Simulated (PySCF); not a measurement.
# Converging SH⁺ in the basis (CCSD(T))

PySCF, UHF reference; triplet, unpaired electrons π ↑↑; De to H + S⁺ without counterpoise correction. Frozen cores follow the default of each basis and core potential.

| basis | relativity | functions | Re (Å) | ωe (cm⁻¹) | De (eV) | frozen orbitals |
| --- | --- | --- | --- | --- | --- | --- |
| x2c-SVPall | spin-free X2C | 23 | 1.372 | 2592 | 3.29 | 5 |
| cc-pVTZ/cc-pV(T+d)Z | no relativity | 53 | 1.365 | 2551 | 3.57 | 5 |
| def2-TZVPPD | no relativity | 68 | 1.365 | 2558 | 3.59 | 5 |

Task: How does each smaller set differ from the one with most functions, def2-TZVPPD?

Result: x2c-SVPall: +0.7 pm, +1.3 % in ωe, -0.30 eV in De; cc-pVTZ/cc-pV(T+d)Z: +0.0 pm, -0.3 % in ωe, -0.02 eV in De. All at CCSD(T); the set with most functions is neither the basis-set limit nor always the best. The rows treat relativity differently, so the differences are not basis effects alone.

Correlated steps freeze 5 core orbitals. Correlated levels converge slowly with the basis: in double zeta they bind strong bonds too weakly, by up to about 1 eV, and carry superposition errors of some tenths. For an ion De counts to the pair picked by the measured ionisation energies or electron affinities, which need not be the lowest pair at this level. The state is the lowest determinant that a PBE0 search found; another state may lie lower at other levels.
